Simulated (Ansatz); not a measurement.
## A cut through the energy surface

SiHClO (SMILES O[Si]Cl), singlet, at its PBE0-D4/def2-TZVP minimum:

```
4
angstrom
O -0.9118 0.4502 -0.3087
Si -0.4342 -0.7897 0.6470
Cl 1.6623 -0.7010 0.4214
H -0.2608 0.9804 -0.7800
```

The dihedral angle H4–O1–Si2–Cl3 (0.0° at the minimum) is set to the values below, the two halves turning rigidly about the central bond. Each method's energies count from its own value at the PBE0-D4 minimum structure. Ansatz 0.2.0; basis: def2-TZVPP; cores frozen in the correlated methods. B3LYP uses VWN-RPA correlation.

| dihedral angle (°) | CCSD(T) (kcal/mol) | B3LYP-D4 (kcal/mol) | PBE0-D4 (kcal/mol) | r2SCAN-D4 (kcal/mol) | PBE-D4 (kcal/mol) |
| --- | --- | --- | --- | --- | --- |
| -179.5 | 2.484 | 2.516 | 2.624 | 2.302 | 2.486 |
| -139.5 | 5.023 | 4.923 | 5.044 | 4.864 | 4.929 |
| -99.5 | 8.045 | 7.807 | 7.934 | 8.009 | 7.916 |
| -59.5 | 5.429 | 5.294 | 5.376 | 5.487 | 5.392 |
| -19.5 | 0.762 | 0.745 | 0.758 | 0.773 | 0.759 |
| 20.5 | 0.839 | 0.821 | 0.834 | 0.852 | 0.836 |
| 60.5 | 5.553 | 5.414 | 5.498 | 5.611 | 5.514 |
| 100.5 | 8.029 | 7.791 | 7.918 | 7.988 | 7.898 |
| 140.5 | 4.920 | 4.825 | 4.945 | 4.759 | 4.829 |

Largest difference from the CCSD(T) curve over the scan: wB97M-V 0.282; HF 0.330; MP2 0.284 kcal/mol. Each curve counts from its own value at the minimum.

The T1 diagnostic stays at or below 0.015. The restricted Hartree–Fock reference is unstable towards an unrestricted one here.

For scale, one of the runs: CCSD(T)/def2-TZVPP, 129 basis functions (an equivalent command: `ansatz run in.yaml --threads 2`). Hardware: 2 CPU threads, shared host. Wall time about 13 s.
